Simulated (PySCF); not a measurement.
Method: BP86-D3(BJ)/def2-TZVP // BP86-D3(BJ)/def2-SVP (PySCF). Gas-phase values, no solvent. 

Reference species (SMILES): `[NH2]` (neutral, multiplicity 2).

```json
{
  "highest_occupied_spin_orbital": "-7.34 eV"
}
```

Changed species: `[CH3]` (free radical CH3; the reference has free radical NH2).

Task: What does the change do to the highest occupied spin orbital?

Result: the highest occupied spin orbital increases by 1.88 eV, to -5.46 eV.
